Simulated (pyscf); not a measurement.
Single points on ωB97X-D3(BJ)/def2-SVP structures (PySCF, gas phase).

**Question.** For the elementary gas-phase step HCl + HS–Zn–Cl -> Cl–Zn–Cl + H₂S (singlet surface; Cl–H, S–Zn broken, Cl–Zn, H–S formed), what barrier and reaction energy does HF/def2-TZVP give, measured from the separated reactants?

**Answer.** ΔE‡ = 12.0 kcal/mol, ΔE = -12.2 kcal/mol. ωB97M-D3(BJ)/def2-TZVP gives 0.8 kcal/mol and -8.2 kcal/mol. Zero-point energy shifts the barrier by -0.1 kcal/mol. It is a four-centre exchange, with an imaginary mode of 606i cm⁻¹. On the reactant side the descent ends in a complex, 6.5 kcal/mol under the separated species and 4.4 kcal/mol under the saddle at ωB97X-D3(BJ)/def2-TZVP. On the product side the descent ends in an adduct with a S–Zn contact, 14.1 kcal/mol under the separated species and 20.0 kcal/mol under the saddle at ωB97X-D3(BJ)/def2-TZVP. What is counted as broken (S–Zn) persists as a longer contact in the product adduct; parting that adduct is a step of its own. At ωB97X-D3(BJ) the barrier from the zero used here is -2.0 kcal/mol. One saddle was located; it need not be the lowest between these sides. Elements up to Kr have no core potential and no relativistic terms here.
